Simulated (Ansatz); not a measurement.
The same path of BClH2 + H2 (6 atoms, charge 0, multiplicity 1) was run twice with different band settings. Lost on the way: B1–Cl2, H5–H6. Made: B1–H5, Cl2–H6.

Method: Ansatz 0.2.0, RKS BLYP-D4/def2-SVP.

Relaxed end points:

```xyz
6
Properties=species:S:1:pos:R:3
B -0.013 0.505 0.167
Cl -0.032 1.033 1.844
H 1.057 0.376 -0.376
H -1.071 0.304 -0.379
H 0.100 -2.571 0.439
H 0.077 -2.318 1.162
```

```xyz
6
Properties=species:S:1:pos:R:3
B 0.029 -0.275 -0.332
Cl 0.033 -0.120 2.161
H 1.034 0.384 -0.482
H -1.058 0.238 -0.482
H 0.115 -1.486 -0.328
H -0.036 -1.411 2.319
```

Common settings: movable images 7; climbing image yes; spring 5.0 eV/Å²; start path through a guess of the saddle point; force threshold 0.05 eV/Å; iteration limit 60; end points relaxed.

| run | optimiser |
| --- | --- |
| 1 | quadratic models (default) |
| 2 | fire |

(1) What does each run give, and how far can it be trusted?

## Answers

(1) Run 1: converged after 11 iterations, highest image 0.996 eV above the first end. A vibrational analysis at the climbing image gives one clearly imaginary mode, 606i cm⁻¹: a first-order saddle point.
Run 2: converged after 47 iterations, highest image 0.996 eV above the first end. Another band between the same ends (7 images) ends at a top of the same energy, where a vibrational analysis finds 1 clearly imaginary mode.
The orbitals stay closed-shell, which can raise the energy where a bond breaks towards radicals; this wasn't checked here.
